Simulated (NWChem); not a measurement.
## Extrapolating the UMP2 correlation energy of F

```
F
```
Charge 0, spin multiplicity 2.

All runs are NWChem calculations.

The correlated methods keep 1 core orbital frozen. The stability of the SCF solutions was not checked. Open-shell Hartree-Fock references start from PBE0 orbitals.

Worked example. The UMP2 correlation energy is -199.84 mHa in cc-pVTZ and -221.44 mHa in cc-pVQZ. The form E(X) = E∞ + A/X³ turns the pair into an estimate of the basis-set limit.

E∞ = (4³·(-221.44) − 3³·(-199.84))/(4³ − 3³) = -237.2 mHa. The larger basis holds 93 % of that. This is a two-point estimate.
